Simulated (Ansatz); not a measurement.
Reaction (SMILES): S (H2S) + H+ → [SH3+]
B3LYP-D3(BJ)/def2-TZVP geometries, fixed; electronic energies without zero-point terms; positive where energy is released.

The proton affinity at MP2 with Ansatz (an electronic-structure program), in kcal/mol, split into its Hartree-Fock and correlation parts. Cores are frozen. No added dispersion term, no relativity. Functions are those of the species that has most.

```json
[
 {"basis": "aug-cc-pV(D+d)Z", "X": "2", "functions": "59", "Hartree-Fock": "175.33", "MP2": "173.38"},
 {"basis": "aug-cc-pV(T+d)Z", "X": "3", "functions": "124", "Hartree-Fock": "176.51", "MP2": "173.51"},
 {"basis": "aug-cc-pV(Q+d)Z", "X": "4", "functions": "227", "Hartree-Fock": "176.69", "MP2": "173.20"}
]
```

Worked estimate of the basis-set limit from each neighbouring pair, with Hartree-Fock from the larger set and the correlation part extrapolated as X^-3.
Correlation parts: X = 2: -1.95, X = 3: -3.00, X = 4: -3.49.
- (2,3): (27·(-3.00) - 8·(-1.95))/19 = -3.44; with Hartree-Fock 176.51 the estimate is 173.07 kcal/mol.
- (3,4): (64·(-3.49) - 27·(-3.00))/37 = -3.85; with Hartree-Fock 176.69 the estimate is 172.84 kcal/mol.
The last two estimates differ by 0.23 kcal/mol; the largest set lies 0.36 from the last. Over the last step Hartree-Fock moves by 0.18 and the correlation part by -0.49.
